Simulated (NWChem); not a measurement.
All runs are NWChem calculations. System: methanol (CH₄O), charge 0, spin multiplicity 1, at a geometry optimised with B3LYP/def2-SVP. Level: PBE/6-31G* (spherical d).

Input file:

```
start mol
memory heap 200 mb stack 900 mb global 1100 mb
geometry units angstroms nocenter noautoz
  C      0.612545    -0.231443     0.000000
  O     -0.665018     0.358273     0.000000
  H      0.806551    -0.855807     0.895964
  H      1.354776     0.581936     0.000000
  H      0.806551    -0.855807    -0.895964
  H     -1.323004    -0.347844     0.000000
  symmetry group Cs
end
basis spherical
  * library 6-31g*
end
dft
  xc xpbe96 cpbe96
  semidirect memsize 60000000 filesize 0
  iterations 100
end
property
  dipole
  response 1 0.0773
end
task dft property
```

NWChem printed:

```
             Northwest Computational Chemistry Package (NWChem) 7.3.0
             --------------------------------------------------------

                                NWChem Input Module
                                -------------------

 Scaling coordinates for geometry "geometry" by  1.889725989
 (inverse scale =  0.529177249)

 Turning off AUTOSYM since
 SYMMETRY directive was detected!

                             Geometry "geometry" -> ""
                             -------------------------

 Output coordinates in angstroms (scale by  1.889725989 to convert to a.u.)

  No.       Tag          Charge          X              Y              Z
 ---- ---------------- ---------- -------------- -------------- --------------
    1 C                    6.0000     0.61254500    -0.23144300     0.00000000
    2 O                    8.0000    -0.66501800     0.35827300     0.00000000
    3 H                    1.0000     0.80655100    -0.85580700     0.89596400
    4 H                    1.0000     1.35477600     0.58193600     0.00000000
    5 H                    1.0000     0.80655100    -0.85580700    -0.89596400
    6 H                    1.0000    -1.32300400    -0.34784400     0.00000000

 Effective nuclear repulsion energy (a.u.)      40.3081485967

            Nuclear Dipole moment (a.u.)
            ----------------------------
        X                 Y               Z
 ---------------- ---------------- ----------------
    -0.0000000000     0.0000075589     0.0000000000

      Symmetry information
      --------------------

 Group name             Cs
 Group number              2
 Group order               2
 No. of unique centers     5

      Symmetry unique atoms

     1    2    3    4    6


 Summary of "ao basis" -> "" (spherical)
 ------------------------------------------------------------------------------
       Tag                 Description            Shells   Functions and Types
 ---------------- ------------------------------  ------  ---------------------
 *                           6-31g*                   on all atoms

  pbe96 is a nonlocal functional; adding pw91lda local functional.
[...]
     2   0 2 0    -10.002536    -10.844829    -10.844829     11.687121
     2   0 1 1     -0.000000     -0.000000     -0.000000      0.000000
     2   0 0 2    -10.140222     -7.936788     -7.936788      5.733354

 *** CALLING NEW AORESP DRIVER FOR CLOSED AND OPEN SHELLS ***
 Entering AOResponse driver routine

--------------------------------------------------------------------------------

          ****************
          *** RESPONSE ***
          ****************

 Response module for NWChem and dynamic CPKS solver

          -----------------------------------------------
          Solving response equations for perturbing field
          -----------------------------------------------

 number of frequencies:     1
 frequency in a.u.:  0.7730000E-01
 Perturbing field: electric
 Using El. Dipole Length Gauge

 Setting up CPKS with frequency omega =      0.07730000 a.u.

                            NWChem Dynamic CPHF Module
                            --------------------------

    scftype = RHF
    nclosed =    9
      nopen =    0
  variables =      486
  num. vecs =        3
  tolerance =   1.0D-04
  max. iter =   50

  int2e_file: Failed to allocate cache ... halving
 SCF residual:    1.7171891131463851E-004

Iterative solution of linear equations
  No. of variables      486
  No. of equations        3
  Maximum subspace       30
       Convergence  1.0D-04

 ga_lkain filestub:cphf_sol
 ga_lkain filesoln:./mol.cphf_sol

   iter   nsub   residual    time
   ----  ------  --------  ---------
     1      3    2.12D+00       2.7
     2      6    2.06D+00       3.5
     3      9    1.63D-01       4.3
     4     12    2.06D-02       5.1
     5     15    1.62D-03       5.9
     6     18    1.36D-04       6.8
     7     21    7.83D-06       7.6

 Electric Dipole Response Matrix (nonzero elements):

              1        2        3
    1   18.3363   0.2570  -0.0000
    2    0.2570  16.0541   0.0000
    3   -0.0000   0.0000  14.6474

 ------------------------------------------
 average:        16.34591 + I       0.00000

 DFT Linear Response polarizability / au
 Frequency  =       0.0773000 / au
 Wavelength =     589.4353558 / nm
              X              Y              Z
 -----------------------------------------------
 X      18.3362961      0.2570425     -0.0000001
 Y       0.2570372     16.0540774      0.0000001
 Z      -0.0000001      0.0000001     14.6473501
 -----------------------------------------------
 Eigenvalues =      18.3648882     16.0254853     14.6473501
 Isotropic   =      16.3459078
 Anisotropic =       3.2551615
 -----------------------------------------------

 Magnetic Dipole Response Matrix (nonzero elements):
 Optical rotation tensor Beta

              1        2        3
    1    0.0000  -0.0000  -0.7142
    2    0.0000  -0.0000   5.5051
    3   -3.5918  -8.0638   0.0000

 ------------------------------------------
 average:        -0.00000 + I       0.00000

 Exiting AOResponse driver routine

          -------------
          Dipole Moment
          -------------

 Center of charge (in au) is the expansion point
         X =      -0.0000000 Y =       0.0000004 Z =       0.0000000

   Dipole moment        0.6218693761 A.U.
             DMX        0.0343915340 DMXEFC        0.0000000000
             DMY       -0.6209176623 DMYEFC        0.0000000000
             DMZ        0.0000001371 DMZEFC        0.0000000000
   -EFC- dipole         0.0000000000 A.U.
   Total dipole         0.6218693761 A.U.

   Dipole moment        1.5806462376 Debye(s)
             DMX        0.0874152208 DMXEFC        0.0000000000
             DMY       -1.5782272041 DMYEFC        0.0000000000
             DMZ        0.0000003485 DMZEFC        0.0000000000
   -EFC- dipole         0.0000000000 DEBYE(S)
   Total dipole         1.5806462376 DEBYE(S)

 1 a.u. = 2.541766 Debyes

 Task  times  cpu:        7.6s     wall:        7.6s

 Total times  cpu:        7.6s     wall:        7.6s
```
